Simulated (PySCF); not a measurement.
## Working out the ionisation energy of N

N [He] 2s2 2p3 (4S) → N⁺ [He] 2s2 2p2 (3P). Calculation: PySCF 2.14, in def2-QZVPPD; the non-relativistic Hamiltonian (point nucleus). Frozen: nothing. Energies in hartree (1 hartree = 27.21139 eV):

| part | N (lower) | N⁺ (upper) |
| --- | --- | --- |
| UHF | -54.404429 | -53.893782 |
| MP2 opposite-spin | -0.092352 | -0.083002 |
| MP2 same-spin | -0.033721 | -0.016065 |

Task: What does Hartree-Fock give?

Result: (-53.893782) − (-54.404429) = 0.510647 hartree = 13.895 eV.

Task: What do MP2 and SCS-MP2 (6/5 opposite-spin, 1/3 same-spin) give?

Result: The opposite-spin parts differ by 0.254 eV and the same-spin parts by 0.480 eV. MP2: 13.895 + (0.254) + (0.480) = 14.629 eV. SCS-MP2: 13.895 + 1.2 × (0.254) + (0.480)/3 = 14.360 eV.

Measured between the centres of the two terms (NIST): 14.545 eV, so MP2 (valence and next inner shell) is off by 0.084 eV.

What remains against the reference includes basis incompleteness and correlation beyond second order.
